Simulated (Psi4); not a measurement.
**SiNH4F (SMILES N[SiH2]F) at PBE0/aug-pcseg-1 (sweep point 2)**

What is the vertical singlet–triplet gap of SiNH4F at PBE0/aug-pcseg-1 (sweep point 2)? Input form: a Python script.

Program for the calculation: Psi4 1.11.

## Step 1: The system as given

The species is SiNH4F (7 atoms), meant as a singlet with charge 0. As SMILES, `N[SiH2]F`. The coordinates come from a PBE0-D4/def2-TZVP relaxation. This is one conformer, not always the lowest.

Bond lengths: N1–Si2 1.696 Å, Si2–F3 1.605 Å, N1–H4 1.006 Å, N1–H5 1.006 Å, Si2–H6 1.479 Å, Si2–H7 1.479 Å. Angles: N1–Si2–F3 114.6°, N1–Si2–H6 108.3°, N1–Si2–H7 108.3°, F3–Si2–H6 105.8°, F3–Si2–H7 105.8°, Si2–N1–H4 122.0°, Si2–N1–H5 122.0°, H6–Si2–H7 114.0°, H4–N1–H5 111.8°.

## Step 2: The energy at PBE0/aug-pcseg-1 (sweep point 2)

Contents of run.py:

```python
import psi4

psi4.set_memory(1600000000)
psi4.set_num_threads(1)
psi4.set_output_file('run.log', False)

m = psi4.geometry("""
0 1
N     -1.43902644     0.64061716    -1.18145677
Si     1.00363354    -0.21864131     0.70562373
F      0.97339793    -3.12541804     1.56809474
H     -1.48645857     0.19861022    -3.03036481
H     -3.17889729     0.97037436    -0.48830523
H      0.86152614     1.27783281     3.06267913
H      3.38147593     0.12850138    -0.72244230
units bohr
symmetry c1
""")

options = {'basis': 'aug-pcseg-1', 'reference': 'rks', 'puream': True, 'scf_type': 'pk', 'dft_radial_points': 99, 'dft_spherical_points': 590}
psi4.set_options(options)

E = psi4.energy('pbe0', molecule=m)
print(f'pbe0 energy: {E:.10f} Eh')
for k, v in sorted(psi4.core.scalar_variables().items()):
    print(f'{k:45s} {v:18.10f}')
```

Launch:

```
$ python run.py
```

run.log:

```text
[...]
  Running in c1 symmetry.
[...]
  Nuclear repulsion =  118.587946701945725
[...]
  Multiplicity = 1
[...]
  Nalpha       = 17
  Nbeta        = 17
[...]
    Number of basis functions: 109
[...]
   @RKS iter   1:  -445.96304214260005   -2.52404e-01   7.75163e-03 DIIS/ADIIS
[...]
   @RKS iter   8:  -446.25786478787188   -2.76794e-08   3.27499e-07 DIIS
[...]
    Orbital Energies [Eh]
    ---------------------
    Doubly Occupied:
       1A    -66.275411     2A    -24.742272     3A    -14.375655
       4A     -5.365235     5A     -3.705304     6A     -3.702725
       7A     -3.701603     8A     -1.216267     9A     -0.892714
      10A     -0.578861    11A     -0.527270    12A     -0.486530
      13A     -0.460011    14A     -0.456053    15A     -0.393127
      16A     -0.347305    17A     -0.302417
[...]
  @RKS Final Energy:  -446.25786478787188
   => Energetics <=
    Nuclear Repulsion Energy =            118.5879467019457252
    One-Electron Energy =                -853.3613328545039849
    Two-Electron Energy =                 318.4668992117260586
    DFT Exchange-Correlation Energy =     -29.9513778470396623
    Empirical Dispersion Energy =           0.0000000000000000
    VV10 Nonlocal Energy =                  0.0000000000000000
    Total Energy =                       -446.2578647878718812
[...]
 Multipole Moments:
 ------------------------------------------------------------------------------------
     Multipole            Electronic (a.u.)      Nuclear  (a.u.)        Total (a.u.)
 ------------------------------------------------------------------------------------
 L = 1.  Multiply by 2.5417464519 to convert [e a0] to [Debye]
 Dipole X            :          0.8272918           -1.2795139           -0.4522221
 Dipole Y            :         -3.6360267            4.0745897            0.4385630
 Dipole Z            :          1.6544981           -2.0888265           -0.4343283
 Magnitude           :                                                    0.7651689
[...]
```

On the terminal:

```text
pbe0 energy: -446.2578647879 Eh
CURRENT ENERGY                                   -446.2578647879
CURRENT REFERENCE ENERGY                         -446.2578647879
DD SOLVATION ENERGY                                 0.0000000000
DFT FUNCTIONAL TOTAL ENERGY                      -446.2578647879
DFT TOTAL ENERGY                                 -446.2578647879
DFT VV10 ENERGY                                     0.0000000000
DFT XC ENERGY                                     -29.9513778470
GRID ELECTRONS ALPHA                               16.9999983844
GRID ELECTRONS BETA                                16.9999983844
GRID ELECTRONS TOTAL                               33.9999967687
NUCLEAR REPULSION ENERGY                          118.5879467019
ONE-ELECTRON ENERGY                              -853.3613328545
PCM POLARIZATION ENERGY                             0.0000000000
PE ENERGY                                           0.0000000000
SCF ITERATION ENERGY                             -446.2578647879
SCF ITERATIONS                                      8.0000000000
SCF TOTAL ENERGY                                 -446.2578647879
TWO-ELECTRON ENERGY                               318.4668992117
XC GRID RADIAL POINTS                              99.0000000000
XC GRID SPHERICAL POINTS                          590.0000000000
XC GRID TOTAL POINTS                           394483.0000000000
```

It took 24 s on 1 thread of AMD EPYC 7R43 (Zen 3), shared host; peak memory 0.57 GiB.

## Step 3: The triplet, same level

Contents of calc.py:

```python
import psi4

psi4.set_memory(1600000000)
psi4.set_num_threads(1)
psi4.core.set_output_file('psi4.out', False)

geom = psi4.geometry("""
0 3
N     -1.43902644     0.64061716    -1.18145677
Si     1.00363354    -0.21864131     0.70562373
F      0.97339793    -3.12541804     1.56809474
H     -1.48645857     0.19861022    -3.03036481
H     -3.17889729     0.97037436    -0.48830523
H      0.86152614     1.27783281     3.06267913
H      3.38147593     0.12850138    -0.72244230
units au
symmetry c1
""")

options = {'basis': 'aug-pcseg-1', 'reference': 'uks', 'puream': True, 'scf_type': 'pk', 'dft_radial_points': 99, 'dft_spherical_points': 590, 'maxiter': 150}
psi4.set_options(options)

E, wfn = psi4.energy('PBE0', return_wfn=True)
print('E =', round(E, 9))
```

Launch:

```
$ python calc.py
```

psi4.out:

```text
[...]
  Running in c1 symmetry.
[...]
  Nuclear repulsion =  118.587946701945725
[...]
  Multiplicity = 3
[...]
  Nalpha       = 18
  Nbeta        = 16
[...]
    Number of basis functions: 109
[...]
   @UKS iter   1:  -445.58710502381973    1.23533e-01   8.32249e-03 DIIS/ADIIS
[...]
   @UKS iter  13:  -446.02624099684385   -1.61674e-07   6.26894e-07 DIIS
[...]
   @S^2 Observed:                2.003006272E+00
[...]
    Orbital Energies [Eh]
    ---------------------
    Alpha Occupied:
       1A    -66.335795     2A    -24.795185     3A    -14.552236
       4A     -5.428075     5A     -3.768479     6A     -3.766379
       7A     -3.762670     8A     -1.267344     9A     -1.059924
      10A     -0.670755    11A     -0.655238    12A     -0.569651
      13A     -0.533113    14A     -0.503865    15A     -0.487518
      16A     -0.456295    17A     -0.391987    18A     -0.107712
    Alpha Virtual:
      19A     -0.027475    20A     -0.021512    21A     -0.005467
      22A      0.000951    23A      0.021989    24A      0.022662
      25A      0.024740    26A      0.037482    27A      0.040766
[...]
  @UKS Final Energy:  -446.02624099684385
   => Energetics <=
    Nuclear Repulsion Energy =            118.5879467019457252
    One-Electron Energy =                -850.5934508552136322
    Two-Electron Energy =                 315.8283839857503494
    DFT Exchange-Correlation Energy =     -29.8491208293262673
    Empirical Dispersion Energy =           0.0000000000000000
    VV10 Nonlocal Energy =                  0.0000000000000000
    Total Energy =                       -446.0262409968438533
[...]
 Multipole Moments:
 ------------------------------------------------------------------------------------
     Multipole            Electronic (a.u.)      Nuclear  (a.u.)        Total (a.u.)
 ------------------------------------------------------------------------------------
 L = 1.  Multiply by 2.5417464519 to convert [e a0] to [Debye]
 Dipole X            :          1.9693123           -1.2795139            0.6897984
 Dipole Y            :         -3.6676349            4.0745897            0.4069549
 Dipole Z            :          2.4243613           -2.0888265            0.3355348
 Magnitude           :                                                    0.8683419
[...]
```

On the terminal:

```text
E = -446.026240997
```

It took 54 s on 1 thread of AMD EPYC 7R43 (Zen 3), shared host; peak memory 0.57 GiB.

## Step 4: Summary of results

At PBE0/aug-pcseg-1 (sweep point 2):

```
                                        quantity          value
                           singlet: total energy  -446.25786 Eh
                          singlet: dipole moment         1.94 D
                            singlet: HOMO energy       -8.23 eV
                            singlet: LUMO energy       -0.30 eV
                          singlet: HOMO–LUMO gap        7.93 eV
                           triplet: total energy  -446.02624 Eh
                          triplet: dipole moment         2.21 D
     triplet: HOMO energy (highest over α and β)       -2.93 eV
                                   triplet: ⟨S²⟩          2.003
vertical energy of the triplet above the singlet       6.303 eV
```

In words: At this shape the triplet lies 6.30 eV (145 kcal/mol) above the singlet.
